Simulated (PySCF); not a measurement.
SMILES [CH2] (CH₂), triplet (B3LYP/def2-SVP optimised geometry):

```
3

C     -0.164    -0.390     0.000
H      0.927    -0.390     0.000
H     -0.927     0.390     0.000
```

Calculation: PySCF with unrestricted B3LYP/def2-TZVP.

### Question
What are the frontier orbital energies (α orbitals alone; a β orbital can be the lowest empty one) and the dipole moment?

### Answer
HOMO-2 -12.45 eV, HOMO-1 -7.72 eV, HOMO -6.78 eV, LUMO 1.54 eV, LUMO+1 3.09 eV; dipole moment 0.66 D.

On the same geometry PySCF with unrestricted PBE/def2-TZVP gives HOMO-2 -11.09 eV, HOMO-1 -6.57 eV, HOMO -5.68 eV, LUMO 0.99 eV, LUMO+1 2.59 eV; dipole moment 0.65 D.

Meta-Löwdin charges at B3LYP/def2-TZVP: C1 -0.29, H2 0.14, H3 0.14.
